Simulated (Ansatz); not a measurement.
**S₂F₂: small, medium and large basis sets**

Aim: see how fast density functionals converge with the basis set for S₂F₂.

Computed with Ansatz 0.2.0, Gaussian basis. Level: one geometry, several basis sets.

Plan: PBE0-D4/def2-SVP; ωB97M-V/def2-SVP; PBE0-D4/def2-QZVPP; ωB97M-V/def2-QZVPP; the functionals' def2-TZVPP values are taken from earlier runs.

**1. Structure used throughout**

The geometry comes from an earlier relaxation with PBE0-D4 in a triple-zeta def2 set; it is a stationary point.

SMILES `FS(F)=S`, 4 atoms, charge 0, spin multiplicity 1.

Atoms are counted from 1 here; the program's logs count them from 0.

Bond lengths: F1–S2 1.606 Å, S2–F3 1.606 Å, S2–S4 1.859 Å. Angles: F1–S2–F3 92.0°, F1–S2–S4 107.9°, F3–S2–S4 107.9°.

**2. PBE0-D4 in def2-SVP**

in.yaml reads:

```yaml
crystal:
  periodic: [false, false, false]
  atoms:
    - {symbol: F, position_ang: [0.735138, 0.336374, 1.198850]}
    - {symbol: S, position_ang: [-0.481009, -0.090007, 0.240681]}
    - {symbol: F, position_ang: [0.313809, -1.382255, -0.285877]}
    - {symbol: S, position_ang: [-0.567950, 1.135877, -1.153655]}
basis:
  gaussian: {orbitals: def2-SVP}
hamiltonian: {xc: pbe0, dispersion: d4}
output: {orbitals: {seedname: orbitals}}
```

Command:

```sh
$ ansatz run in.yaml --threads 4 --pin off --events-out ev --progress --plain --max-ram 10444MiB
```

After this run come: ωB97M-V in def2-SVP; PBE0-D4 in def2-QZVPP; ωB97M-V in def2-QZVPP.

Before running them: what should the planned runs give, taken together? Wanted: PBE0-D4: double and triple zeta above quadruple; ωB97M-V: double and triple zeta above quadruple.

**Answer**, as computed:

| quantity | value |
| --- | --- |
| PBE0-D4: double and triple zeta above quadruple | 16.33, 1.02 eV |
| ωB97M-V: double and triple zeta above quadruple | 16.38, 0.97 eV |

For PBE0-D4 the step from double to triple zeta gains 15.31 eV and the next only 1.02 eV. These are total energies; as a rule much of such shifts cancels in differences, which this series doesn't test.
